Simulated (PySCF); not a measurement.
Gas-phase reaction: CO2 + H2 → HCOOH

Computed with PySCF and rigid-rotor harmonic-oscillator thermochemistry at 1 bar. Table values come from the NASA 1993 polynomials. † marks an energy on the PBE0/def2-TZVP geometry and frequencies; other levels use their own. All species are closed-shell singlets.

Levels: a) PBE0/def2-QZVP†; b) BLYP/def2-TZVP†; c) PBE/def2-SVP.

Q: Order the levels by the distance of their ΔH°(298 K) from the table for this reaction, closest first.

A: c (+2 kJ), a (-9 kJ), b (+28 kJ)

The table gives 15 kJ. The order holds for this reaction alone, and for the 1993 entries, some of which have been revised since.
